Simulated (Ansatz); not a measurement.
in.yaml

```yaml
crystal:
  periodic: [false, false, false]
  atoms:
    - {symbol: Si, position_ang: [0.000001, 0.000000, -0.080385]}
    - {symbol: H, position_ang: [1.305166, -0.000195, 0.746632]}
    - {symbol: H, position_ang: [-0.652425, 1.130403, 0.746625]}
    - {symbol: H, position_ang: [-0.652756, -1.130219, 0.746613]}
basis:
  gaussian: {orbitals: aug-cc-pVDZ}
total_charge: -1
magnetization: {spin_polarized: false}
correlation: {method: ccsdtq, electrons: outside_noble_gas}
```

```sh
$ ansatz run in.yaml --threads 2 --pin off --events-out ev --progress --plain --max-ram 16896MiB --backend cuda --devices 0, --max-vram 18GiB
```

Log:

```
947 factors; integrals over basis functions are off by at most 1.2e-7 eV
mean field evaluation 1: about -7907.9035 eV, gradient 9.2e0 eV
mean field evaluation 2: about -7907.9036 eV, gradient 9.2e0 eV
mean field evaluation 4: about -7908.5206 eV, gradient 9.5e-1 eV
mean field evaluation 8: about -7908.5325 eV, gradient 2.7e-3 eV
mean field evaluation 16: about -7908.5325 eV, gradient 2.3e-6 eV
mean field -7908.53253606 eV, -290.6332101042 hartree, gradient 2.3e-6 eV, S^2 0.000000; 0 other end points of the search recorded, 0 dependent functions left out
5 core orbitals not correlated: weight in the atoms' cores, before any rotation towards them, 1.000 or more for the frozen orbitals, at most 0.000 for the correlated occupied ones
reference -7908.53253606 eV, -290.6332101042 hartree; 4, 4 occupied and 45, 45 virtual orbitals, 947 factors
second order -3.56981931 eV of doubles, -0.00000000 eV of singles
cycle   1  -4.18123396 eV  change   -6.1e-1 eV  update   7.4e-2
cycle   2  -4.52162428 eV  change   -3.4e-1 eV  update   3.2e-2
cycle   3  -4.56436079 eV  change   -4.3e-2 eV  update   1.3e-2
cycle   4  -4.56584946 eV  change   -1.5e-3 eV  update   4.9e-3
cycle   5  -4.56823178 eV  change   -2.4e-3 eV  update   2.0e-3
cycle   6  -4.56735199 eV  change    8.8e-4 eV  update   7.5e-4
cycle   7  -4.56660517 eV  change    7.5e-4 eV  update   3.1e-4
cycle   8  -4.56661508 eV  change   -9.9e-6 eV  update   1.5e-4
cycle   9  -4.56676642 eV  change   -1.5e-4 eV  update   6.8e-5
cycle  10  -4.56674187 eV  change    2.5e-5 eV  update   3.6e-5
cycle  11  -4.56673462 eV  change    7.2e-6 eV  update   1.7e-5
cycle  12  -4.56673192 eV  change    2.7e-6 eV  update   6.3e-6
cycle  13  -4.56673173 eV  change    1.9e-7 eV  update   2.4e-6
cycle  14  -4.56673343 eV  change   -1.7e-6 eV  update   1.0e-6
cycle  15  -4.56673428 eV  change   -8.5e-7 eV  update   4.0e-7
Total energy: -7913.09927033 eV, -290.8010344934 hartree
```

Ran on 2 threads of AMD EPYC 7R13 with a shared H100 80 GB, shared host: 11 s wall, 0.86 GiB peak host memory.
